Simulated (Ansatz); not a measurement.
Zinc-blende HgTe was calculated with PBEsol-D3(BJ) (PAW; Ansatz, a quantum-chemistry and plane-wave program).

Numerical settings: plane-wave cutoff 520 eV, 10×10×10 k mesh, Fermi–Dirac smearing 0.01 eV, scalar-relativistic PAW data made under PBE.

Cell (relaxed at this level):

Space group F-43m (No. 216); a = b = c = 6.4285 Å, α = β = γ = 90.00°

```
atom  site  symmetry       x       y       z
----  ----  --------  ------  ------  ------
Hg      4a      -43m  0.0000  0.0000  0.0000
Te      4d      -43m  0.7500  0.7500  0.7500
```
(The calculation used a cell of 2 atoms; values per cell refer to that cell.)

Problem. Predict the bulk modulus and pressure derivative B′ of the bulk modulus.

Solution. 
bulk modulus: 47.7 GPa
pressure derivative B′ of the bulk modulus: 5.1

The run finds no gap.

Measured, for comparison: bulk modulus 42.3 GPa (temperature not stated, no zero-point or thermal correction; as tabulated in Toher et al. (2017), arXiv:1611.05714). Computed (rounded) less measured: bulk modulus +13 %.

Spin–orbit coupling is not included; it can open a gap where bands touch, and shift volumes and moduli.

Static lattice: no zero-point or thermal effects.

It cost very roughly 100 core-seconds of CPU time.
